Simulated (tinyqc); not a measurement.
Inside a calculation (part 1 of 2). Method: UKS/B3LYP (VWN-RPA form) in the sto-3g basis, for LiH+, spin multiplicity 2. Computed by tinyqc, a small Python program that keeps every step (integrals from PySCF). Settings: charge = 1, multiplicity = 2, basis = sto-3g, energy threshold = 1e-08, iteration cap = 73, orthogonalisation = symmetric, start = Wolfsberg-Helmholz matrix, DIIS depth = 4, method = UKS, functional = b3lyp, grid = [30, 14]. Command: `OMP_NUM_THREADS=1 python tinyqc.py 31628 31629 out.jsonl` (the two numbers bound the seeds that draw the settings). One thread of a shared host (Intel(R) Xeon(R) Processor @ 2.60GHz), about 2 s of CPU time with the checks. Later iterations appear only in the table of the cycle.

## One-electron integrals

Geometry (angstrom):
```
atom,x,y,z
Li,0.0000,0.0000,0.0000
H,0.0000,0.0000,1.9990
```

Basis sto-3g: exponents (1/bohr^2) and contraction coefficients of normalised primitives:
```
element,l (shell),exponent,coefficient
Li,s (1),16.1196,0.1543
Li,s (1),2.9362,0.5353
Li,s (1),0.7947,0.4446
Li,s (2),0.6363,-0.1000
Li,s (2),0.1479,0.3995
Li,s (2),0.0481,0.7001
Li,p (3),0.6363,0.1559
Li,p (3),0.1479,0.6077
Li,p (3),0.0481,0.3920
H,s (1),3.4253,0.1543
H,s (1),0.6239,0.5353
H,s (1),0.1689,0.4446
```

Overlap, kinetic and nuclear-attraction integrals over the contracted functions; the nuclear repulsion is the sum of Za Zb / Rab.

nuclear repulsion = 0.794163 hartree

overlap S:
```
,1Li 1s,1Li 2s,1Li 2px,1Li 2py,1Li 2pz,2H 1s
1Li 1s,1.0000,0.2411,0.0000,0.0000,0.0000,0.0277
1Li 2s,0.2411,1.0000,0.0000,0.0000,0.0000,0.2989
1Li 2px,0.0000,0.0000,1.0000,0.0000,0.0000,0.0000
1Li 2py,0.0000,0.0000,0.0000,1.0000,0.0000,0.0000
1Li 2pz,0.0000,0.0000,0.0000,0.0000,1.0000,0.4220
2H 1s,0.0277,0.2989,0.0000,0.0000,0.4220,1.0000
```

kinetic energy T (hartree):
```
,1Li 1s,1Li 2s,1Li 2px,1Li 2py,1Li 2pz,2H 1s
1Li 1s,3.5768,-0.0202,0.0000,0.0000,0.0000,-0.0092
1Li 2s,-0.0202,0.1022,0.0000,0.0000,0.0000,0.0196
1Li 2px,0.0000,0.0000,0.3197,0.0000,0.0000,0.0000
1Li 2py,0.0000,0.0000,0.0000,0.3197,0.0000,0.0000
1Li 2pz,0.0000,0.0000,0.0000,0.0000,0.3197,0.0729
2H 1s,-0.0092,0.0196,0.0000,0.0000,0.0729,0.7600
```

nuclear attraction V (hartree):
```
,1Li 1s,1Li 2s,1Li 2px,1Li 2py,1Li 2pz,2H 1s
1Li 1s,-8.2476,-1.0282,0.0000,0.0000,-0.0103,-0.1149
1Li 2s,-1.0282,-1.4567,0.0000,0.0000,-0.0990,-0.4945
1Li 2px,0.0000,0.0000,-1.4214,0.0000,0.0000,0.0000
1Li 2py,0.0000,0.0000,0.0000,-1.4214,0.0000,0.0000
1Li 2pz,-0.0103,-0.0990,0.0000,0.0000,-1.4985,-0.7060
2H 1s,-0.1149,-0.4945,0.0000,0.0000,-0.7060,-2.0205
```

core Hamiltonian H = T + V (hartree):
```
,1Li 1s,1Li 2s,1Li 2px,1Li 2py,1Li 2pz,2H 1s
1Li 1s,-4.6708,-1.0484,0.0000,0.0000,-0.0103,-0.1241
1Li 2s,-1.0484,-1.3545,0.0000,0.0000,-0.0990,-0.4750
1Li 2px,0.0000,0.0000,-1.1017,0.0000,0.0000,0.0000
1Li 2py,0.0000,0.0000,0.0000,-1.1017,0.0000,0.0000
1Li 2pz,-0.0103,-0.0990,0.0000,0.0000,-1.1788,-0.6331
2H 1s,-0.1241,-0.4750,0.0000,0.0000,-0.6331,-1.2604
```

## Two-electron integrals

Functions are numbered as in S; the eight-fold symmetry (ij|kl) = (ji|kl) = (kl|ij) leaves the list below.

Two-electron integrals (ij|kl) in chemists' order, unique and non-zero (hartree):
```
i,j,k,l,(ij|kl)
1,1,1,1,1.6804
2,1,1,1,0.2654
2,1,2,1,0.0499
2,2,1,1,0.3977
2,2,2,1,0.0929
2,2,2,2,0.2906
3,1,3,1,0.0090
3,2,3,1,0.0138
3,2,3,2,0.0642
3,3,1,1,0.3966
3,3,2,1,0.0929
3,3,2,2,0.2905
3,3,3,3,0.3129
4,1,4,1,0.0090
4,2,4,1,0.0138
4,2,4,2,0.0642
4,3,4,3,0.0169
4,4,1,1,0.3966
4,4,2,1,0.0929
4,4,2,2,0.2905
4,4,3,3,0.2792
4,4,4,4,0.3129
5,1,5,1,0.0090
5,2,5,1,0.0138
5,2,5,2,0.0642
5,3,5,3,0.0169
5,4,5,4,0.0169
5,5,1,1,0.3966
5,5,2,1,0.0929
5,5,2,2,0.2905
5,5,3,3,0.2792
5,5,4,4,0.2792
5,5,5,5,0.3129
6,1,1,1,0.0293
6,1,2,1,0.0056
6,1,2,2,0.0106
6,1,3,3,0.0105
6,1,4,4,0.0105
6,1,5,1,0.0007
6,1,5,2,0.0014
6,1,5,5,0.0108
6,1,6,1,0.0007
6,2,1,1,0.0970
6,2,2,1,0.0230
6,2,2,2,0.0800
6,2,3,3,0.0755
6,2,4,4,0.0755
6,2,5,1,0.0036
6,2,5,2,0.0249
6,2,5,5,0.0890
6,2,6,1,0.0031
6,2,6,2,0.0411
6,3,3,1,0.0015
6,3,3,2,0.0078
6,3,5,3,0.0035
6,3,6,3,0.0024
6,4,4,1,0.0015
6,4,4,2,0.0078
6,4,5,4,0.0035
6,4,6,4,0.0024
6,5,1,1,0.1290
6,5,2,1,0.0309
6,5,2,2,0.1106
6,5,3,3,0.1030
6,5,4,4,0.1030
6,5,5,1,0.0056
6,5,5,2,0.0384
6,5,5,5,0.1257
6,5,6,1,0.0043
6,5,6,2,0.0613
6,5,6,5,0.0921
6,6,1,1,0.2646
6,6,2,1,0.0637
6,6,2,2,0.2447
6,6,3,3,0.2235
6,6,4,4,0.2235
6,6,5,1,0.0102
6,6,5,2,0.0905
6,6,5,5,0.2868
6,6,6,1,0.0087
6,6,6,2,0.1626
6,6,6,5,0.2500
6,6,6,6,0.7746
```

## Orthogonalisation

S = U s U^T; symmetric (Loewdin) form X = U s^(-1/2) U^T, so that X^T S X = 1.

eigenvalues of S: 0.4688  0.8032  1.0000  1.0000  1.1811  1.5469

X:
```
,1Li 1s,1Li 2s,1Li 2px,1Li 2py,1Li 2pz,2H 1s
1Li 1s,1.0234,-0.1303,0.0000,0.0000,-0.0070,0.0179
1Li 2s,-0.1303,1.0670,0.0000,0.0000,0.0608,-0.1855
1Li 2px,0.0000,0.0000,1.0000,0.0000,0.0000,0.0000
1Li 2py,0.0000,0.0000,0.0000,1.0000,0.0000,0.0000
1Li 2pz,-0.0070,0.0608,0.0000,0.0000,1.0837,-0.2563
2H 1s,0.0179,-0.1855,0.0000,0.0000,-0.2563,1.1263
```

## Starting guess

The start is the generalised Wolfsberg-Helmholz matrix (K = 1.75) built on H; D(s) = C_occ C_occ^T for each spin.

D(alpha) at the start:
```
,1Li 1s,1Li 2s,1Li 2px,1Li 2py,1Li 2pz,2H 1s
1Li 1s,0.9877,0.0150,0.0000,0.0000,-0.0436,-0.0682
1Li 2s,0.0150,0.0810,0.0000,0.0000,0.1265,0.1745
1Li 2px,0.0000,0.0000,0.0000,0.0000,0.0000,0.0000
1Li 2py,0.0000,0.0000,0.0000,0.0000,0.0000,0.0000
1Li 2pz,-0.0436,0.1265,0.0000,0.0000,0.2020,0.2792
2H 1s,-0.0682,0.1745,0.0000,0.0000,0.2792,0.3858
```

D(beta) at the start:
```
,1Li 1s,1Li 2s,1Li 2px,1Li 2py,1Li 2pz,2H 1s
1Li 1s,0.9776,0.0434,0.0000,0.0000,0.0017,-0.0055
1Li 2s,0.0434,0.0019,0.0000,0.0000,0.0001,-0.0002
1Li 2px,0.0000,0.0000,0.0000,0.0000,0.0000,0.0000
1Li 2py,0.0000,0.0000,0.0000,0.0000,0.0000,0.0000
1Li 2pz,0.0017,0.0001,0.0000,0.0000,0.0000,0.0000
2H 1s,-0.0055,-0.0002,0.0000,0.0000,0.0000,0.0000
```

## Iteration 1: exchange-correlation on the grid

Becke grid with 30 radial and 14 angular points per atom, points of zero weight dropped. rho = sum D_ij phi_i phi_j; V_xc,ij = sum w v_xc phi_i phi_j plus the gradient terms; v_xc is d(rho eps)/d rho(s) for spin s at fixed gradient. Exact exchange is left to K.

The 8 grid points with the largest w rho, of 823 (bohr, atomic units):
```
x,y,z,w,rho(alpha),rho(beta),eps_xc,v_xc(alpha)
0.0000,0.0000,2.4230,1.4037,0.0255,2.25e-05,-0.2370,-0.2905
0.3474,0.3474,-0.3474,0.0595,0.2489,0.2458,-0.5875,-0.6458
0.3474,-0.3474,-0.3474,0.0595,0.2489,0.2458,-0.5875,-0.6458
-0.3474,0.3474,-0.3474,0.0595,0.2489,0.2458,-0.5875,-0.6458
-0.3474,-0.3474,-0.3474,0.0595,0.2489,0.2458,-0.5875,-0.6458
0.3474,0.3474,0.3474,0.0595,0.2460,0.2460,-0.5867,-0.6440
0.3474,-0.3474,0.3474,0.0595,0.2460,0.2460,-0.5867,-0.6440
-0.3474,0.3474,0.3474,0.0595,0.2460,0.2460,-0.5867,-0.6440
```

electrons on the grid, sum of w rho = 2.9895

E_xc = sum of w rho eps_xc = -1.581673 hartree

V_xc(alpha) (hartree):
```
,1Li 1s,1Li 2s,1Li 2px,1Li 2py,1Li 2pz,2H 1s
1Li 1s,-0.8856,-0.1158,0.0000,0.0000,-0.0011,-0.0131
1Li 2s,-0.1158,-0.1297,0.0000,0.0000,-0.0327,-0.0708
1Li 2px,0.0000,0.0000,-0.1146,0.0000,0.0000,0.0000
1Li 2py,0.0000,0.0000,0.0000,-0.1146,0.0000,0.0000
1Li 2pz,-0.0011,-0.0327,0.0000,0.0000,-0.1567,-0.1067
2H 1s,-0.0131,-0.0708,0.0000,0.0000,-0.1067,-0.3482
```

V_xc(beta) (hartree):
```
,1Li 1s,1Li 2s,1Li 2px,1Li 2py,1Li 2pz,2H 1s
1Li 1s,-0.8838,-0.1162,0.0000,0.0000,-0.0014,-0.0130
1Li 2s,-0.1162,-0.1191,0.0000,0.0000,-0.0148,-0.0379
1Li 2px,0.0000,0.0000,-0.1147,0.0000,0.0000,0.0000
1Li 2py,0.0000,0.0000,0.0000,-0.1147,0.0000,0.0000
1Li 2pz,-0.0014,-0.0148,0.0000,0.0000,-0.1244,-0.0526
2H 1s,-0.0130,-0.0379,0.0000,0.0000,-0.0526,-0.1294
```

## Iteration 1: building the Kohn-Sham matrix

J_ij = sum D_kl (ij|kl) with D = D(alpha) + D(beta), K_ij = sum D_kl (ik|jl) for each spin; F = H + J - 0.2 K(s) + V_xc; E = tr D H + tr D J / 2 - 0.1 sum_s tr D(s) K(s) + E_xc + E_nn.

Coulomb J (hartree):
```
,1Li 1s,1Li 2s,1Li 2px,1Li 2py,1Li 2pz,2H 1s
1Li 1s,3.6502,0.6030,0.0000,0.0000,0.0109,0.0683
1Li 2s,0.6030,1.0578,0.0000,0.0000,0.0799,0.3347
1Li 2px,0.0000,0.0000,1.0394,0.0000,0.0000,0.0000
1Li 2py,0.0000,0.0000,0.0000,1.0394,0.0000,0.0000
1Li 2pz,0.0109,0.0799,0.0000,0.0000,1.0880,0.4695
2H 1s,0.0683,0.3347,0.0000,0.0000,0.4695,1.1215
```

exchange K(alpha) (hartree):
```
,1Li 1s,1Li 2s,1Li 2px,1Li 2py,1Li 2pz,2H 1s
1Li 1s,1.6722,0.2807,0.0000,0.0000,-0.0012,0.0331
1Li 2s,0.2807,0.1432,0.0000,0.0000,0.1207,0.1864
1Li 2px,0.0000,0.0000,0.0233,0.0000,0.0000,0.0000
1Li 2py,0.0000,0.0000,0.0000,0.0233,0.0000,0.0000
1Li 2pz,-0.0012,0.1207,0.0000,0.0000,0.1961,0.2713
2H 1s,0.0331,0.1864,0.0000,0.0000,0.2713,0.5318
```

exchange K(beta) (hartree):
```
,1Li 1s,1Li 2s,1Li 2px,1Li 2py,1Li 2pz,2H 1s
1Li 1s,1.6655,0.2785,0.0000,0.0000,0.0000,0.0319
1Li 2s,0.2785,0.0571,0.0000,0.0000,0.0000,0.0067
1Li 2px,0.0000,0.0000,0.0101,0.0000,0.0000,0.0000
1Li 2py,0.0000,0.0000,0.0000,0.0101,0.0000,0.0000
1Li 2pz,0.0000,0.0000,0.0000,0.0000,0.0100,0.0009
2H 1s,0.0319,0.0067,0.0000,0.0000,0.0009,0.0009
```

F(alpha) (hartree):
```
,1Li 1s,1Li 2s,1Li 2px,1Li 2py,1Li 2pz,2H 1s
1Li 1s,-2.2407,-0.6174,0.0000,0.0000,-0.0003,-0.0755
1Li 2s,-0.6174,-0.4551,0.0000,0.0000,-0.0760,-0.2483
1Li 2px,0.0000,0.0000,-0.1816,0.0000,0.0000,0.0000
1Li 2py,0.0000,0.0000,0.0000,-0.1816,0.0000,0.0000
1Li 2pz,-0.0003,-0.0760,0.0000,0.0000,-0.2868,-0.3245
2H 1s,-0.0755,-0.2483,0.0000,0.0000,-0.3245,-0.5935
```

F(beta) (hartree):
```
,1Li 1s,1Li 2s,1Li 2px,1Li 2py,1Li 2pz,2H 1s
1Li 1s,-2.2375,-0.6174,0.0000,0.0000,-0.0007,-0.0752
1Li 2s,-0.6174,-0.4273,0.0000,0.0000,-0.0339,-0.1795
1Li 2px,0.0000,0.0000,-0.1790,0.0000,0.0000,0.0000
1Li 2py,0.0000,0.0000,0.0000,-0.1790,0.0000,0.0000
1Li 2pz,-0.0007,-0.0339,0.0000,0.0000,-0.2173,-0.2164
2H 1s,-0.0752,-0.1795,0.0000,0.0000,-0.2164,-0.2685
```

total energy of this density = -7.646251 hartree

## Iteration 1: diagonalisation and new density

Diagonalise F' = X^T F X, C = X C', fill 2 alpha and 1 beta electrons from the bottom; D(s) = C_occ C_occ^T. Each column has its largest component positive (the first on a tie).

F' = X^T F X (alpha) (hartree):
```
,1,2,3,4,5,6
1,-2.1920,-0.3165,0.0000,0.0000,0.0003,0.0057
2,-0.3165,-0.3139,0.0000,0.0000,-0.0189,-0.1146
3,0.0000,0.0000,-0.1816,0.0000,0.0000,0.0000
4,0.0000,0.0000,0.0000,-0.1816,0.0000,0.0000
5,0.0003,-0.0189,0.0000,0.0000,-0.1993,-0.1740
6,0.0057,-0.1146,0.0000,0.0000,-0.1740,-0.5032
```

orbital energies (alpha) (hartree): MO1 -2.2440, MO2 -0.6174, MO3 -0.2342, MO4 -0.1816, MO5 -0.1816, MO6 -0.1129

coefficients C (alpha):
```
,MO1,MO2,MO3,MO4,MO5,MO6
1Li 1s,0.9888,-0.0829,-0.2707,0.0000,0.0000,-0.0825
1Li 2s,0.0433,0.1833,1.0022,0.0000,0.0000,0.3921
1Li 2px,0.0000,0.0000,0.0000,0.9880,0.1546,0.0000
1Li 2py,0.0000,0.0000,0.0000,-0.1546,0.9880,0.0000
1Li 2pz,0.0032,0.2034,-0.2739,0.0000,0.0000,1.0618
2H 1s,-0.0043,0.8336,-0.2733,0.0000,0.0000,-0.7743
```

F' = X^T F X (beta) (hartree):
```
,1,2,3,4,5,6
1,-2.1883,-0.3193,0.0000,0.0000,-0.0038,0.0034
2,-0.3193,-0.2950,0.0000,0.0000,0.0088,-0.1036
3,0.0000,0.0000,-0.1790,0.0000,0.0000,0.0000
4,0.0000,0.0000,0.0000,-0.1790,0.0000,0.0000
5,-0.0038,0.0088,0.0000,0.0000,-0.1529,-0.1494
6,0.0034,-0.1036,0.0000,0.0000,-0.1494,-0.1725
```

orbital energies (beta) (hartree): MO1 -2.2408, MO2 -0.3596, MO3 -0.2202, MO4 -0.1790, MO5 -0.1790, MO6 0.0118

coefficients C (beta):
```
,MO1,MO2,MO3,MO4,MO5,MO6
1Li 1s,0.9888,-0.1618,-0.2239,0.0000,0.0000,0.1034
1Li 2s,0.0435,0.5052,0.8306,0.0000,0.0000,-0.4966
1Li 2px,0.0000,0.0000,0.0000,0.7749,-0.6321,0.0000
1Li 2py,0.0000,0.0000,0.0000,0.6321,0.7749,0.0000
1Li 2pz,0.0030,0.3667,-0.5459,0.0000,0.0000,-0.9007
2H 1s,-0.0054,0.5439,-0.2394,0.0000,0.0000,1.0079
```

D(alpha) after iteration 1:
```
,1Li 1s,1Li 2s,1Li 2px,1Li 2py,1Li 2pz,2H 1s
1Li 1s,0.9847,0.0276,0.0000,0.0000,-0.0137,-0.0734
1Li 2s,0.0276,0.0355,0.0000,0.0000,0.0374,0.1526
1Li 2px,0.0000,0.0000,0.0000,0.0000,0.0000,0.0000
1Li 2py,0.0000,0.0000,0.0000,0.0000,0.0000,0.0000
1Li 2pz,-0.0137,0.0374,0.0000,0.0000,0.0414,0.1695
2H 1s,-0.0734,0.1526,0.0000,0.0000,0.1695,0.6949
```

D(beta) after iteration 1:
```
,1Li 1s,1Li 2s,1Li 2px,1Li 2py,1Li 2pz,2H 1s
1Li 1s,0.9778,0.0430,0.0000,0.0000,0.0030,-0.0053
1Li 2s,0.0430,0.0019,0.0000,0.0000,0.0001,-0.0002
1Li 2px,0.0000,0.0000,0.0000,0.0000,0.0000,0.0000
1Li 2py,0.0000,0.0000,0.0000,0.0000,0.0000,0.0000
1Li 2pz,0.0030,0.0001,0.0000,0.0000,0.0000,0.0000
2H 1s,-0.0053,-0.0002,0.0000,0.0000,0.0000,0.0000
```

Within a degenerate level the vectors are fixed only up to a rotation; this is one choice.

## Iteration 2: exchange-correlation on the grid

As before.

The 8 grid points with the largest w rho, of 823 (bohr, atomic units):
```
x,y,z,w,rho(alpha),rho(beta),eps_xc,v_xc(alpha)
0.0000,0.0000,2.4230,1.4037,0.0247,2.40e-05,-0.2472,-0.2789
-0.3474,-0.3474,-0.3474,0.0595,0.2471,0.2457,-0.5872,-0.6447
0.3474,0.3474,-0.3474,0.0595,0.2471,0.2457,-0.5872,-0.6447
0.3474,-0.3474,-0.3474,0.0595,0.2471,0.2457,-0.5872,-0.6447
-0.3474,0.3474,-0.3474,0.0595,0.2471,0.2457,-0.5872,-0.6447
-0.3474,-0.3474,0.3474,0.0595,0.2461,0.2461,-0.5869,-0.6441
-0.3474,0.3474,0.3474,0.0595,0.2461,0.2461,-0.5869,-0.6441
0.3474,-0.3474,0.3474,0.0595,0.2461,0.2461,-0.5869,-0.6441
```

electrons on the grid, sum of w rho = 2.9894

E_xc = sum of w rho eps_xc = -1.632715 hartree

V_xc(alpha) (hartree):
```
,1Li 1s,1Li 2s,1Li 2px,1Li 2py,1Li 2pz,2H 1s
1Li 1s,-0.8841,-0.1149,0.0000,0.0000,-0.0003,-0.0128
1Li 2s,-0.1149,-0.1171,0.0000,0.0000,-0.0305,-0.0718
1Li 2px,0.0000,0.0000,-0.1042,0.0000,0.0000,0.0000
1Li 2py,0.0000,0.0000,0.0000,-0.1042,0.0000,0.0000
1Li 2pz,-0.0003,-0.0305,0.0000,0.0000,-0.1396,-0.1099
2H 1s,-0.0128,-0.0718,0.0000,0.0000,-0.1099,-0.3811
```

V_xc(beta) (hartree):
```
,1Li 1s,1Li 2s,1Li 2px,1Li 2py,1Li 2pz,2H 1s
1Li 1s,-0.8833,-0.1157,0.0000,0.0000,-0.0012,-0.0130
1Li 2s,-0.1157,-0.1136,0.0000,0.0000,-0.0166,-0.0388
1Li 2px,0.0000,0.0000,-0.1090,0.0000,0.0000,0.0000
1Li 2py,0.0000,0.0000,0.0000,-0.1090,0.0000,0.0000
1Li 2pz,-0.0012,-0.0166,0.0000,0.0000,-0.1189,-0.0545
2H 1s,-0.0130,-0.0388,0.0000,0.0000,-0.0545,-0.1400
```

## Iteration 2: building the Kohn-Sham matrix

As before.

Coulomb J (hartree):
```
,1Li 1s,1Li 2s,1Li 2px,1Li 2py,1Li 2pz,2H 1s
1Li 1s,3.6190,0.5962,0.0000,0.0000,0.0108,0.0675
1Li 2s,0.5962,1.0468,0.0000,0.0000,0.0878,0.3478
1Li 2px,0.0000,0.0000,1.0255,0.0000,0.0000,0.0000
1Li 2py,0.0000,0.0000,0.0000,1.0255,0.0000,0.0000
1Li 2pz,0.0108,0.0878,0.0000,0.0000,1.0827,0.4925
2H 1s,0.0675,0.3478,0.0000,0.0000,0.4925,1.2270
```

exchange K(alpha) (hartree):
```
,1Li 1s,1Li 2s,1Li 2px,1Li 2py,1Li 2pz,2H 1s
1Li 1s,1.6696,0.2782,0.0000,0.0000,-0.0004,0.0315
1Li 2s,0.2782,0.1253,0.0000,0.0000,0.0941,0.1929
1Li 2px,0.0000,0.0000,0.0176,0.0000,0.0000,0.0000
1Li 2py,0.0000,0.0000,0.0000,0.0176,0.0000,0.0000
1Li 2pz,-0.0004,0.0941,0.0000,0.0000,0.1424,0.2715
2H 1s,0.0315,0.1929,0.0000,0.0000,0.2715,0.6820
```

exchange K(beta) (hartree):
```
,1Li 1s,1Li 2s,1Li 2px,1Li 2py,1Li 2pz,2H 1s
1Li 1s,1.6657,0.2784,0.0000,0.0000,0.0005,0.0321
1Li 2s,0.2784,0.0571,0.0000,0.0000,0.0002,0.0067
1Li 2px,0.0000,0.0000,0.0101,0.0000,0.0000,0.0000
1Li 2py,0.0000,0.0000,0.0000,0.0101,0.0000,0.0000
1Li 2pz,0.0005,0.0002,0.0000,0.0000,0.0100,0.0009
2H 1s,0.0321,0.0067,0.0000,0.0000,0.0009,0.0009
```

F(alpha) (hartree):
```
,1Li 1s,1Li 2s,1Li 2px,1Li 2py,1Li 2pz,2H 1s
1Li 1s,-2.2699,-0.6228,0.0000,0.0000,0.0003,-0.0756
1Li 2s,-0.6228,-0.4499,0.0000,0.0000,-0.0605,-0.2375
1Li 2px,0.0000,0.0000,-0.1839,0.0000,0.0000,0.0000
1Li 2py,0.0000,0.0000,0.0000,-0.1839,0.0000,0.0000
1Li 2pz,0.0003,-0.0605,0.0000,0.0000,-0.2642,-0.3047
2H 1s,-0.0756,-0.2375,0.0000,0.0000,-0.3047,-0.5509
```

F(beta) (hartree):
```
,1Li 1s,1Li 2s,1Li 2px,1Li 2py,1Li 2pz,2H 1s
1Li 1s,-2.2683,-0.6237,0.0000,0.0000,-0.0008,-0.0760
1Li 2s,-0.6237,-0.4328,0.0000,0.0000,-0.0279,-0.1673
1Li 2px,0.0000,0.0000,-0.1872,0.0000,0.0000,0.0000
1Li 2py,0.0000,0.0000,0.0000,-0.1872,0.0000,0.0000
1Li 2pz,-0.0008,-0.0279,0.0000,0.0000,-0.2170,-0.1953
2H 1s,-0.0760,-0.1673,0.0000,0.0000,-0.1953,-0.1736
```

total energy of this density = -7.674441 hartree

## Iteration 2: DIIS over 2 matrices

error matrix X^T (FDS - SDF) X (alpha):
```
,1,2,3,4,5,6
1,0.0000,-0.0026,0.0000,0.0000,-0.0002,0.0018
2,0.0026,0.0000,0.0000,0.0000,-0.0019,-0.0044
3,0.0000,0.0000,0.0000,0.0000,0.0000,0.0000
4,0.0000,0.0000,0.0000,0.0000,0.0000,0.0000
5,0.0002,0.0019,0.0000,0.0000,0.0000,-0.0004
6,-0.0018,0.0044,0.0000,0.0000,0.0004,0.0000
```

B (overlaps of the stored error matrices):
```
,1,2
1,2.7617440e-02,-4.0277910e-04
2,-4.0277910e-04,7.4494634e-05
```

Minimise |sum c_i e_i|^2 with sum c_i = 1: solve [B -1; -1 0][c; lambda] = [0; -1] with B_ij = tr e_i^T e_j summed over both spins, and take F = sum c_i F_i.

DIIS coefficients: 0.0167  0.9833

extrapolated F(alpha) (hartree):
```
,1Li 1s,1Li 2s,1Li 2px,1Li 2py,1Li 2pz,2H 1s
1Li 1s,-2.2694,-0.6227,0.0000,0.0000,0.0003,-0.0756
1Li 2s,-0.6227,-0.4500,0.0000,0.0000,-0.0608,-0.2377
1Li 2px,0.0000,0.0000,-0.1839,0.0000,0.0000,0.0000
1Li 2py,0.0000,0.0000,0.0000,-0.1839,0.0000,0.0000
1Li 2pz,0.0003,-0.0608,0.0000,0.0000,-0.2646,-0.3051
2H 1s,-0.0756,-0.2377,0.0000,0.0000,-0.3051,-0.5516
```

extrapolated F(beta) (hartree):
```
,1Li 1s,1Li 2s,1Li 2px,1Li 2py,1Li 2pz,2H 1s
1Li 1s,-2.2677,-0.6236,0.0000,0.0000,-0.0008,-0.0760
1Li 2s,-0.6236,-0.4327,0.0000,0.0000,-0.0280,-0.1675
1Li 2px,0.0000,0.0000,-0.1870,0.0000,0.0000,0.0000
1Li 2py,0.0000,0.0000,0.0000,-0.1870,0.0000,0.0000
1Li 2pz,-0.0008,-0.0280,0.0000,0.0000,-0.2170,-0.1956
2H 1s,-0.0760,-0.1675,0.0000,0.0000,-0.1956,-0.1752
```

## Iteration 2: diagonalisation and new density

As before.

F' = X^T F X (alpha) (hartree):
```
,1,2,3,4,5,6
1,-2.2206,-0.3191,0.0000,0.0000,-0.0009,0.0056
2,-0.3191,-0.3083,0.0000,0.0000,-0.0048,-0.1138
3,0.0000,0.0000,-0.1839,0.0000,0.0000,0.0000
4,0.0000,0.0000,0.0000,-0.1839,0.0000,0.0000
5,-0.0009,-0.0048,0.0000,0.0000,-0.1797,-0.1693
6,0.0056,-0.1138,0.0000,0.0000,-0.1693,-0.4627
```

orbital energies (alpha) (hartree): MO1 -2.2725, MO2 -0.5763, MO3 -0.2351, MO4 -0.1839, MO5 -0.1839, MO6 -0.0874

coefficients C (alpha):
```
,MO1,MO2,MO3,MO4,MO5,MO6
1Li 1s,0.9893,-0.0857,-0.2635,0.0000,0.0000,-0.0965
1Li 2s,0.0417,0.1981,0.9762,0.0000,0.0000,0.4468
1Li 2px,0.0000,0.0000,0.0000,0.8798,-0.4753,0.0000
1Li 2py,0.0000,0.0000,0.0000,0.4753,0.8798,0.0000
1Li 2pz,0.0026,0.2029,-0.3355,0.0000,0.0000,1.0441
2H 1s,-0.0044,0.8274,-0.2406,0.0000,0.0000,-0.7915
```

F' = X^T F X (beta) (hartree):
```
,1,2,3,4,5,6
1,-2.2185,-0.3212,0.0000,0.0000,-0.0042,0.0031
2,-0.3212,-0.3011,0.0000,0.0000,0.0119,-0.1065
3,0.0000,0.0000,-0.1870,0.0000,0.0000,0.0000
4,0.0000,0.0000,0.0000,-0.1870,0.0000,0.0000
5,-0.0042,0.0119,0.0000,0.0000,-0.1576,-0.1496
6,0.0031,-0.1065,0.0000,0.0000,-0.1496,-0.0708
```

orbital energies (beta) (hartree): MO1 -2.2709, MO2 -0.3243, MO3 -0.2216, MO4 -0.1870, MO5 -0.1870, MO6 0.0689

coefficients C (beta):
```
,MO1,MO2,MO3,MO4,MO5,MO6
1Li 1s,0.9891,-0.2036,-0.1884,0.0000,0.0000,0.0972
1Li 2s,0.0424,0.6782,0.7042,0.0000,0.0000,-0.4857
1Li 2px,0.0000,0.0000,0.0000,0.4000,0.9165,0.0000
1Li 2py,0.0000,0.0000,0.0000,0.9165,-0.4000,0.0000
1Li 2pz,0.0029,0.3837,-0.6701,0.0000,0.0000,-0.8047
2H 1s,-0.0053,0.3805,-0.2217,0.0000,0.0000,1.0840
```

D(alpha) after iteration 2:
```
,1Li 1s,1Li 2s,1Li 2px,1Li 2py,1Li 2pz,2H 1s
1Li 1s,0.9860,0.0243,0.0000,0.0000,-0.0149,-0.0753
1Li 2s,0.0243,0.0410,0.0000,0.0000,0.0403,0.1637
1Li 2px,0.0000,0.0000,0.0000,0.0000,0.0000,0.0000
1Li 2py,0.0000,0.0000,0.0000,0.0000,0.0000,0.0000
1Li 2pz,-0.0149,0.0403,0.0000,0.0000,0.0412,0.1679
2H 1s,-0.0753,0.1637,0.0000,0.0000,0.1679,0.6847
```

D(beta) after iteration 2:
```
,1Li 1s,1Li 2s,1Li 2px,1Li 2py,1Li 2pz,2H 1s
1Li 1s,0.9784,0.0419,0.0000,0.0000,0.0029,-0.0052
1Li 2s,0.0419,0.0018,0.0000,0.0000,0.0001,-0.0002
1Li 2px,0.0000,0.0000,0.0000,0.0000,0.0000,0.0000
1Li 2py,0.0000,0.0000,0.0000,0.0000,0.0000,0.0000
1Li 2pz,0.0029,0.0001,0.0000,0.0000,0.0000,0.0000
2H 1s,-0.0052,-0.0002,0.0000,0.0000,0.0000,0.0000
```

Within a degenerate level the vectors are fixed only up to a rotation; this is one choice.
